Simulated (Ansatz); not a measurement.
## [H···H···CH2], triplet along the distance H1-H2

All five atoms lie in one plane.

Starting geometry:

```xyz
5

H    -2.1606    0.0000    0.0000
H    -1.4156    0.0000    0.0000
C     0.1974    0.0000    0.0000
H     0.6119    0.0000    0.9962
H     0.6119    0.0000   -0.9962
```

From there H2 is moved from one fragment to the other while all else, the fragments' distance too, stays fixed, so the hump isn't the reaction's barrier; atoms are numbered as listed. Energies are in kJ/mol, counted from the starting geometry at the same level.

Basis 6-31G; Ansatz 0.2.0. Only valence electrons are correlated (noble-gas cores frozen). Prefix R: restricted or restricted open-shell reference; prefix U: unrestricted. Active spaces: valence = (8e, 8o) chosen from the atoms' valence shells.

Runs in a small pair space aren't shown, since their orbitals change along the scan.

Full CI is exact within this basis and frozen core; it isn't the basis-set limit. The frozen core follows each run's orbitals, which can shift R against U totals by a few meV.

| distance H1-H2 (Å) | full CI | unpaired electrons (full CI) | error RHF | error UMP2 | error RCCSD | error RCCSDT | error RCCSDTQ | error MRCISD (valence space) |
| --- | --- | --- | --- | --- | --- | --- | --- | --- |
| 0.693 | 5.8 | 2.02 | -6.4 | -1.6 | -0.2 | 0.0 | 0.0 | 0.0 |
| 0.745 | 0.0 | 2.02 | 0.0 | 0.0 | 0.0 | 0.0 | 0.0 | 0.0 |
| 0.820 | 2.6 | 2.02 | 11.5 | 2.4 | 0.4 | 0.0 | 0.0 | -0.1 |
| 0.894 | 8.7 | 2.02 | 25.3 | 4.3 | 1.0 | 0.1 | 0.0 | -0.1 |
| 0.969 | 11.3 | 2.03 | 37.2 | 4.5 | 1.5 | 0.1 | 0.0 | -0.2 |
| 1.044 | 7.0 | 2.03 | 34.5 | 2.0 | 1.5 | 0.1 | 0.0 | -0.3 |
| 1.119 | -2.9 | 2.02 | 21.9 | -1.9 | 1.2 | 0.1 | 0.0 | -0.3 |
| 1.193 | -13.5 | 2.02 | 9.4 | -5.7 | 0.9 | 0.1 | 0.0 | -0.3 |
| 1.268 | -17.6 | 2.02 | -1.3 | -8.7 | 0.5 | 0.1 | 0.0 | -0.4 |

Unpaired electrons are Σ n²(2−n)² over natural occupations. Errors are those of relative energies. In total energy the starting point itself misses full CI by: RHF 272.9, UMP2 62.1, RCCSD 3.3, RCCSDT 0.2, RCCSDTQ 0.0, MRCISD (valence space) 3.1 kJ/mol.

Spread of the error over the points with a reference, to 1.268 Å (largest less smallest): RCCSDTQ 0.0, RCCSDT 0.1, MRCISD (valence space) 0.4, RCCSD 1.8, UMP2 13.2, RHF 43.6 kJ/mol.
